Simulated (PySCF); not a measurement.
Molecule: `CC(C)(C)C=O`, C5H10O.

Mapped SMILES: `[CH3:1][C:2]([CH3:3])([CH3:4])[CH:5]=[O:6]`; H(Xn) means a hydrogen on atom n.

Geometry PBE0-D3(BJ)/def2-SVP throughout; GIAO in PySCF 2.14, gas phase, one conformer, non-relativistic; equivalent atoms averaged; basis pcSseg-1.

(1) How do the shifts δ (against TMS, H2O at the same level) depend on the functional? (ppm; last column core-seconds on shared hosts with different chips, so compare them loosely; the GGAs took longer than the global hybrids here, which isn't the general rule, and the cause wasn't traced)

(2) Which nucleus moves most, in ppm?

Answers

(1) 
```csv
functional,kind,C5,C2,C1/C3/C4,O6,H(C5),H(C1)/H(C3)/H(C4),core-s
HF,Hartree–Fock,206.6,34.9,23.0,663.7,8.89,1.00,6.5
LDA,LDA,218.3,47.6,25.0,691.8,9.92,0.95,20
PBE,GGA,207.9,45.4,24.8,659.8,9.78,0.96,24
BLYP,GGA,208.3,46.6,25.5,661.6,9.72,0.98,24
BP86,GGA,207.8,46.0,25.0,652.4,9.77,0.98,24
OPBE,GGA,198.9,41.9,23.6,628.0,9.70,0.97,26
KT2,GGA,195.2,44.2,24.0,612.3,9.45,0.96,16
KT3,GGA,192.4,42.8,23.8,604.9,9.41,0.97,17
B97-D,GGA,201.7,44.6,24.8,628.1,9.65,1.00,16
B3LYP,global hybrid,210.1,44.4,25.0,671.4,9.51,0.98,11
PBE0,global hybrid,209.4,42.7,24.3,669.3,9.50,0.97,16
mPW1PW91,global hybrid,209.4,42.7,24.3,667.5,9.49,0.98,11
WP04,global hybrid,209.3,47.2,24.8,629.6,9.15,1.02,12
B97-2,global hybrid,205.0,42.4,24.2,646.6,9.45,0.98,12
BHandHLYP,global hybrid,210.5,41.1,24.3,677.4,9.22,0.99,15
CAM-B3LYP,range-separated hybrid,213.6,43.2,24.6,683.7,9.40,0.98,16
wB97X-D,range-separated hybrid,210.7,42.7,24.6,667.0,9.43,0.99,15
LC-wPBE,range-separated hybrid,214.9,40.9,23.9,676.4,9.33,0.98,21
```

(2) O6 (aldehyde oxygen): from 604.9 ppm with KT3 to 691.8 ppm with LDA. The smallest spread is 0.07 ppm, at H(C1)/H(C3)/H(C4). Proton shifts span only some 12 ppm, so a few tenths of a ppm matter as much there as several ppm in carbon.
